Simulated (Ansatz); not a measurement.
## Ansatz (development build ahead of 0.2.0) run

```yaml
crystal:
  periodic: [false, false, false]
  atoms:
    - { symbol: B, position_ang: [0.0, 0.0, -0.65599] }
    - { symbol: F, position_ang: [0.0, 0.0, 0.65599] }
basis:
  gaussian: { orbitals: def2-SVP }
total_charge: 1
magnetization:
  spin_polarized: true
  initial_magnetization: 1
hamiltonian:
  xc: hf
correlation:
  method: mp2
  frozen_orbitals: { B: 1, F: 1 }
```

The input is written out in the form of the current development build from the run's settings.

Output:

```yaml
Converged: yes
Reference_energy: -123.63000 hartree
Correlation_energy: -0.22743 hartree
Total_energy: -123.85742 hartree
Spin_squared_of_the_determinant: 0.753
Stability_test: minimum
Occupied_orbitals_by_symmetry_in_an_Abelian_subgroup_alpha;_beta: 5 A1 1 B1 1 B2; 4 A1 1 B1 1 B2
```

Messages of the program:
```
mean field -3364.14364725 eV, -123.6299987381 hartree, gradient 6.6e-6 eV, S^2 0.753211; 3 other ends of a descent, 0 dependent functions left out
```
